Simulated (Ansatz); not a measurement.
Ideal-gas functions of C2H5FO, SMILES `CC(O)F` at 400 K and 1 bar, from an Ansatz frequency run at PBE0-D4/def2-TZVP.

Molar mass 64.06 g/mol, point group C1 (symmetry number 1), electronic degeneracy 1, moments of inertia 53.422, 56.679, 98.118 u Å². Harmonic wavenumbers (cm⁻¹, unscaled): 226, 364, 393, 466, 585, 871, 954, 1070, 1125, 1197, 1292, 1378, 1393, 1471, 1478, 1486, 3026, 3072, 3158, 3163, 3854.

Use S(trans) = R[1.5 ln M + 2.5 ln T − 1.1517]; rotational temperatures θ = 24.2544 K / I; S(rot) = R[ln(√π/σ · √(T³/θAθBθC)) + 1.5]; for each mode x = 1.438777 ν̃/T, S = R[x/(eˣ − 1) − ln(1 − e⁻ˣ)] and H = RT x/(eˣ − 1); 1 cm⁻¹ = 0.0119627 kJ/mol; R = 8.31446 J/(mol·K).

Task: By hand: the entropy, in J/(mol·K).

Result: Translation 166.8. Rotation: θ = 0.454, 0.4279, 0.2472 K, giving 104.6. Vibration, mode by mode: 10.26, 6.64, 6.10, 4.93, 3.51, 1.56, 1.23, 0.88, 0.75, 0.60, 0.45, 0.35, 0.34, 0.26, 0.26, 0.25, 0.00, 0.00, 0.00, 0.00, 0.00, in all 38.4. Electronic 0.0. Sum 309.8 J/(mol·K).

Task: By hand: H − E and G − E in kJ/mol, counted from the electronic energy.

Result: Zero-point energy ½ × 32022 × 0.0119627 = 191.5; thermal vibration 9.7; translation, rotation and pV give 4 RT = 13.3. H − E = 214.5 kJ/mol, and G − E = 214.5 − 400 × 309.8/1000 = 90.6 kJ/mol.

Vibration gives 12 % of the entropy. The sum counts one conformer and one mirror image; others add a mixing term.
